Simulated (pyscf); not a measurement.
HO–AsH–O–SiH₃ (SMILES O[AsH]O[SiH3]) + H₂ (SMILES [H][H]) → H₃Si–O–AsH₂ (SMILES [SiH3]O[AsH2]) + H₂O (SMILES O), a four-centre exchange (singlet surface; As–O, H–H broken, As–H, H–O formed). Structures and frequencies: ωB97X-D3(BJ)/def2-SVP in PySCF. Energies in eV from the separated reactants.

Small-basis levels: PySCF, no dispersion term, spherical d functions. 

### Question
In single points B3LYP/6-31G*+LANL2DZ puts the saddle at 2.15 eV and the reaction energy at +0.19 eV. Should these be trusted to within a few kcal/mol? Compare with ωB97M-D3(BJ)/def2-TZVP.

### Answer
ωB97M-D3(BJ)/def2-TZVP gives ΔE‡ = 2.02 eV and ΔE = -0.03 eV. B3LYP/6-31G*+LANL2DZ lies 0.14 eV over it in the barrier and 0.22 eV over it in the reaction energy, so on this step it does not hold to within 0.13 eV. ωB97M-D3(BJ)/def2-TZVP has limits of its own. H₃Si–O–AsH₂ lies 0.46 eV over its isomer HO–SiH₂–AsH₂ (electronic energy, ωB97M-D3(BJ)). One saddle was located; it need not be the lowest between these sides. In the def2 sets elements up to Kr have no core potential.
